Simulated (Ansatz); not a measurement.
`CC1=C(F)C1C` → `FC1C=CCC1`  (isomerisation)

Calculated with Ansatz (gas phase, PBE0-D4/def2-TZVP geometries, no zero-point term in ΔE). CCSD(T)/CBS adds triple-zeta CCSD(T) − MP2 to the extrapolated MP2 energy (def2 sets, frozen cores). Functionals use def2-TZVPP. B3LYP here is the variant with VWN-RPA as its local correlation; programs differ in this.

`CC1=C(F)C1C`:

Cartesian coordinates in Å:
```
C 1.004 0.259 -1.730
C 0.445 0.569 -0.410
C 0.399 1.127 0.744
F 0.964 1.928 1.620
C -0.758 0.264 0.520
C -0.913 -1.086 1.180
H 1.168 -0.817 -1.838
H 1.956 0.770 -1.886
H 0.314 0.562 -2.522
H -1.715 0.732 0.263
H -1.467 -1.005 2.120
H 0.064 -1.524 1.402
H -1.461 -1.779 0.536
```

`FC1C=CCC1`:

```xyz
13

F    -0.080   -0.870    2.047
C     0.614   -0.624    0.854
C    -0.076   -1.325   -0.272
C    -0.727   -0.466   -1.048
C    -0.554    0.954   -0.605
C     0.533    0.852    0.475
H     1.636   -0.966    1.038
H    -0.079   -2.403   -0.374
H    -1.341   -0.742   -1.897
H    -1.499    1.350   -0.217
H    -0.259    1.612   -1.427
H     1.495    1.168    0.066
H     0.335    1.460    1.359
```

```
             level  ΔE (eV)  difference from CCSD(T)/CBS
            PBE-D4    -1.96                         0.27
         r2SCAN-D4    -2.08                         0.15
          B3LYP-D4    -2.09                         0.14
           ωB97X-V    -2.17                         0.06
           ωB97M-V    -2.17                         0.06
            B2PLYP    -2.11                         0.12
               PBE    -1.92                         0.31
            r2SCAN    -2.08                         0.15
              PBE0    -2.06                         0.17
             B3LYP    -2.04                         0.19
    MP2/def2-TZVPP    -2.14                         0.09
SCS-MP2/def2-TZVPP    -2.16                         0.07
    MP2/def2-QZVPP    -2.15                         0.08
      HF/CBS(def2)    -2.30                        -0.07
     MP2/CBS(def2)    -2.16                         0.07
    CCSD/CBS(def2)    -2.25                        -0.02
       CCSD(T)/CBS    -2.23                            0
```

Largest T1 diagnostic among the species: 0.011.

In def2-TZVPP, CCSD(T) changes the Hartree–Fock value by +0.09 eV (the triples alone add +0.03 eV) and MP2 by +0.16 eV. The D4 term adds −0.06 eV with B3LYP and −0.03 eV with PBE0; it sums over pairs of atoms, weighted by their polarisabilities, and B3LYP, whose exchange is more repulsive, gets the larger term. From PBE to PBE0 (25 % exact exchange), in def2-TZVPP and without D4, ΔE moves by −0.14 eV.
